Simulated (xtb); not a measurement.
xtb input:

```bash
xtb mol.xyz --gfn 2 --ohess tight --chrg 0 --uhf 0
```
mol.xyz:
```
3

C      0.03527413     0.01077105     0.49824530
H      0.01686885     0.89691051    -0.22875120
H     -0.00582501    -0.84242939    -0.21586947
```

Task: Predict the final energy.

Result: -2.96748 Eh (GFN2-xTB).
